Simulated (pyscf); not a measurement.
H₃C–GaH–CH₃ + silanol (HO–SiH₃) → H₃C–Ga(CH₃)–O–SiH₃ + hydrogen (H₂), a four-centre exchange (singlet surface; Ga–H, H–O broken, Ga–O, H–H formed). Single points on ωB97X-D3(BJ)/def2-SVP structures (PySCF, gas phase). Energies in kcal/mol from the separated reactants.

Small-basis levels: PySCF, no dispersion term, spherical d functions. 

**Question.** In single points B3LYP/6-31G*+LANL2DZ puts the saddle at 4.9 kcal/mol and the reaction energy at -26.2 kcal/mol. Should these be trusted to within a few kcal/mol? Compare with ωB97M-D3(BJ)/def2-TZVP.

**Answer.** ωB97M-D3(BJ)/def2-TZVP gives ΔE‡ = 6.6 kcal/mol and ΔE = -17.7 kcal/mol. B3LYP/6-31G*+LANL2DZ lies 1.7 kcal/mol under it in the barrier and 8.6 kcal/mol under it in the reaction energy, so on this step it does not hold to within 3.0 kcal/mol. ωB97M-D3(BJ)/def2-TZVP has limits of its own. On the reactant side the descent ends in an adduct with a Ga–O contact, 13.9 kcal/mol under the separated species and 17.9 kcal/mol under the saddle at ωB97X-D3(BJ)/def2-TZVP. What is counted as formed (Ga–O) is already present as a longer contact in the reactant adduct; forming that adduct is a step of its own. At the saddle there is also a short Ga–H contact that neither side keeps. At ωB97X-D3(BJ)/def2-TZVP the barrier from the zero used here is 4.0 kcal/mol. One saddle was located; it need not be the lowest between these sides. In the def2 sets elements up to Kr have no core potential.
